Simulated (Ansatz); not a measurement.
## fcc Cu

Computed with PBEsol (plane waves, PAW; Ansatz, a first-principles code).

Settings: plane-wave cutoff 500 eV, 22×22×1 k mesh (along the axes of the cell as run), Fermi–Dirac smearing 0.1 eV, scalar-relativistic PAW data made under PBE.

Cell: relaxed at this level.

```
Property                             Result
--------------------------------  ---------
surface energy of the (311) face  1.95 J/m²
work function of the (311) face     4.59 eV
```

The slab of 11 atoms is relaxed and unreconstructed.

Static lattice: no zero-point or thermal effects.

Computing time: around 90 core-minutes (rough).
